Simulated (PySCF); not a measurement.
C6H5F.
InChI=1S/C6H5F/c7-6-4-2-1-3-5-6/h1-5H

Method: PBE0/pcSseg-1 in PySCF (dipole) on a GFN2-xTB geometry, gas phase.

Masses are those of the commonest isotopes; rigid-rotor values at the optimised geometry. 

Task: Give the principal moments of inertia and the rotational constants in MHz.

Result: Ia = 88.10, Ib = 195.37, Ic = 283.47 u·Å²; 505379 MHz·u·Å²/I gives A = 5736, B = 2587, C = 1783 MHz.

Task: Classify the top.

Result: An asymmetric top; Ray's κ = -0.593.

Task: Is it planar, by Δ = Ic − Ia − Ib?

Result: Planar: Δ = Ic − Ia − Ib = 0.00 u·Å². For a rigid frame Δ = −2 Σ m c², so it vanishes when all atoms lie in the ab plane; here none is more than 0.01 Å from it.

Task: Give the coordinates in the principal-axis frame, origin at the centre of mass.

Result: The sense of each axis is arbitrary; atoms in the order of the calculation.
| atom | mass (u) | a (Å) | b (Å) | c (Å) |
| --- | --- | --- | --- | --- |
| F1 | 18.998 | -2.203 | 0.000 | 0.000 |
| C2 | 12.000 | -0.853 | 0.000 | 0.000 |
| C3 | 12.000 | -0.184 | -1.210 | 0.000 |
| C4 | 12.000 | 1.200 | -1.201 | 0.000 |
| C5 | 12.000 | 1.891 | 0.000 | 0.000 |
| C6 | 12.000 | 1.200 | 1.201 | 0.000 |
| C7 | 12.000 | -0.184 | 1.210 | 0.000 |
| H8 | 1.008 | -0.743 | -2.132 | 0.001 |
| H9 | 1.008 | 1.740 | -2.136 | 0.000 |
| H10 | 1.008 | 2.970 | 0.000 | 0.001 |
| H11 | 1.008 | 1.740 | 2.136 | 0.000 |
| H12 | 1.008 | -0.743 | 2.132 | 0.000 |

Task: List the rotational levels J(Ka,Kc) to J = 4 (cm⁻¹).

Result: Above 0(0,0):
J = 1: 1(0,1) 0.1458, 1(1,1) 0.2508, 1(1,0) 0.2776
J = 2: 2(0,2) 0.4327, 2(1,2) 0.5155, 2(1,1) 0.5959, 2(2,1) 0.9111, 2(2,0) 0.9156
J = 3: 3(0,3) 0.8527, 3(1,3) 0.9099, 3(1,2) 1.0703, 3(2,2) 1.3484, 3(2,1) 1.3702, 3(3,1) 1.9434, 3(3,0) 1.9438
J = 4: 4(0,4) 1.3967, 4(1,4) 1.4315, 4(1,3) 1.6964, 4(2,3) 1.9279, 4(2,2) 1.9886, 4(3,2) 2.5341, 4(3,1) 2.5374, 4(4,1) 3.3566, 4(4,0) 3.3566

Task: Predict some low-J microwave lines.

Result: The dipole components are |μa| = 1.56 D, |μb| = 0.00 D, |μc| = 0.00 D; the symmetry axis of this C2v structure is a, so μb and μc vanish by symmetry and there are no b-type or c-type lines. Some lines, for components of 0.1 D or more:

| type | branch | J(Ka,Kc) | MHz | lower level (cm⁻¹) |
| --- | --- | --- | --- | --- |
| a | Q | 1(1,0) ← 1(1,1) | 804 | 0.251 |
| a | Q | 2(1,1) ← 2(1,2) | 2412 | 0.516 |
| a | R | 1(0,1) ← 0(0,0) | 4370 | 0.000 |
| a | R | 2(1,2) ← 1(1,1) | 7935 | 0.251 |
| a | R | 2(0,2) ← 1(0,1) | 8604 | 0.146 |
| a | R | 2(1,1) ← 1(1,0) | 9543 | 0.278 |

Task: Estimate the classical rotational partition function at 10 K, 100 K and 200 K.

Result: Point group C2v, symmetry number σ = 2; q = (√π/σ)·√((kT/h)³/(ABC)), k/h = 20836.6 MHz/K: 518 at 10 K, 16400 at 100 K, 46400 at 200 K.

No frequency check. Zero-point vibration and centrifugal distortion are left out.
